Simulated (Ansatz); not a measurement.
bcc Ta, treated with PBE (Ansatz, a program for electronic structure, PAW).

Numerical settings: plane-wave cutoff 520 eV, 24×24×24 k mesh, Fermi–Dirac smearing 0.05 eV, scalar-relativistic PAW data made under PBE.

Pressure at four volumes; x = ln(V/18.279 Å³). One pressure is withheld.

| V (Å³/atom) | x | P (GPa) |
|---|---|---|
| 17.183 | -0.0618 | 13.59 |
| 18.279 | 0.0000 | 0.02 |
| 19.011 | 0.0393 | -7.05 |
| 19.376 | 0.0583 | ? |

Q: Pass a parabola P(x) through the three rows shown, estimate the bulk modulus and its pressure derivative near zero pressure, and predict the withheld pressure.

A: Slopes between the rows: (0.02 − (13.59))/(0.0000 − (-0.0618)) = -219.58 and (-7.05 − (0.02))/(0.0393 − (0.0000)) = -179.90 GPa. Their difference over the span 0.1011 is c = 39.68/0.1011 = 392.5 GPa, so P(x) = 13.59 + (-219.58)(x − (-0.0618)) + 392.5 (x − (-0.0618))(x − (0.0000)). At the middle row B = −dP/dx = −[-219.58 + 392.5 × 0.0618] = 195.3 GPa, and B′ = dB/dP = 2c/B = 4.0. At x = 0.0583 the parabola gives -10.03 GPa; the run gives -10.10 GPa. The Birch–Murnaghan fit to the energies at all volumes has B0 = 194 GPa and B′ = 3.9.

Measured, for comparison: bulk modulus 198 GPa (corrected for temperature and zero-point phonon effects, sources range from 194 to 203; as tabulated in Levämäki et al. (2014), arXiv:1402.3671). Computed less measured: bulk modulus -2.0 % (inside the range of the sources held).

Spin–orbit coupling is not included.
